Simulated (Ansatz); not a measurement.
Mulliken charges of CClF2, SMILES `F[C](F)Cl` radical from B3LYP/def2-TZVPP in Ansatz (PBE0-D4/def2-TZVP geometry).

```csv
atom,x (Å),y (Å),z (Å),charge (e)
F1,0.026,0.169,1.295,-0.136
C2,-0.231,-0.190,0.056,0.303
F3,0.573,-1.161,-0.319,-0.136
Cl4,-0.313,1.121,-1.053,-0.032
```

**Question.** By hand: the dipole of these point charges (1 e Å = 4.8032 D).

**Answer.** Σ q r = (-0.141, 0.041, -0.082) e Å, of length 0.168 e Å = 0.81 D.

**Question.** How does the dipole of the full density compare? (Estimate.)

**Answer.** The calculation gave: (-0.035, 0.051, -0.054) e Å, 0.39 D; the point charges give 2.08 times that, at 34° from its direction.

Point charges leave out the atoms' own dipoles, such as those of lone pairs, and Mulliken's split depends on the basis, so the two needn't agree.

B3LYP here is the variant with VWN-RPA as its local correlation; programs differ in this.
